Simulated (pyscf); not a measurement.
## Four-centre exchange: `[SH][Zn][SH]` + `[OH2]` -> `[OH][SH]` + `[SH][ZnH]`

Gas phase, singlet surface, charge 0. Bonds broken: S1–Zn2, O6–H7. Bonds formed: S1–O6, Zn2–H7. Structures and frequencies: ωB97X-D3(BJ)/def2-SVP in PySCF.

Transition state (Å):

```xyz
8

S     -1.1700     0.9593     1.5778
Zn     0.5164     0.0791     0.0419
S      2.0505     1.1240    -1.1350
H     -2.0914     1.1960     0.6230
H      1.7510     2.3214    -0.5914
O     -1.4278    -1.0343     1.4003
H     -0.4143    -1.3972     0.5339
H     -2.1270    -1.5583     1.8846
```

One imaginary mode, 1603i cm⁻¹; descent along it reached the two sides named, in the forms told below.

```json
[
 {"bond": "S1–Zn2", "change": "breaks", "reactant side (Å)": "2.228", "saddle": "2.445", "product side": "2.6"},
 {"bond": "O6–H7", "change": "breaks", "reactant side (Å)": "0.966", "saddle": "1.382", "product side": "4.3"},
 {"bond": "S1–O6", "change": "forms", "reactant side (Å)": "3.1", "saddle": "2.018", "product side": "1.673"},
 {"bond": "Zn2–H7", "change": "forms", "reactant side (Å)": "2.8", "saddle": "1.813", "product side": "1.543"}
]
```

Electronic energies relative to the separated reactants (kJ/mol):

| level | barrier | reaction energy | reverse barrier |
|---|---|---|---|
| ωB97X-D3(BJ)/def2-TZVP | 438.1 | +229.7 | 208.4 |
| PBE/def2-TZVP | 347.4 | +213.8 | 133.6 |
| r²SCAN/def2-TZVP | 378.1 | +224.7 | 153.5 |
| B3LYP-D3(BJ)/def2-TZVP | 386.3 | +218.2 | 168.2 |
| PBE0-D3(BJ)/def2-TZVP | 400.8 | +227.1 | 173.7 |
| M06-2X/def2-TZVP | 425.5 | +232.3 | 193.2 |
| ωB97M-D3(BJ)/def2-TZVP | 424.1 | +218.3 | 205.8 |
| HF/def2-TZVP | 572.7 | +231.9 | 340.8 |

With ωB97M-D3(BJ)/def2-TZVP energies and thermal terms (ideal gas, 1 atm, RRHO with modes under 100 cm⁻¹ raised to 100, one conformer, R ln 2 for rigid chiral ones), in kJ/mol:

```json
[
 {"T (K)": "298", "ΔH‡": "407.0", "ΔG‡": "448.5", "ΔH": "+209.4", "ΔG": "+205.9"},
 {"T (K)": "600", "ΔH‡": "409.5", "ΔG‡": "489.8", "ΔH": "+207.5", "ΔG": "+203.4"},
 {"T (K)": "900", "ΔH‡": "413.8", "ΔG‡": "529.0", "ΔH": "+207.7", "ΔG": "+201.3"},
 {"T (K)": "1200", "ΔH‡": "418.3", "ΔG‡": "566.7", "ΔH": "+208.5", "ΔG": "+199.1"}
]
```

On the reactant side the descent ends in an adduct with a O–Zn contact (not fully relaxed), 55.5 kJ/mol under the separated species and 493.6 kJ/mol under the saddle at ωB97X-D3(BJ)/def2-TZVP. On the product side the descent ends in an adduct with a S–Zn contact, 42.2 kJ/mol under the separated species and 250.6 kJ/mol under the saddle at ωB97X-D3(BJ)/def2-TZVP. What is counted as broken (S–Zn) persists as a longer contact in the product adduct; parting that adduct is a step of its own. The same reactants have a lower exit, to H₂S + HO–Zn–SH (highest point, the separated products, at +57.0 kJ/mol at ωB97M-D3(BJ), against +424.1 kJ/mol here). One saddle was located; it need not be the lowest between these sides. One closed-shell reference is unstable to symmetry breaking; treat the single-reference values with care. Elements up to Kr have no core potential and no relativistic terms here.
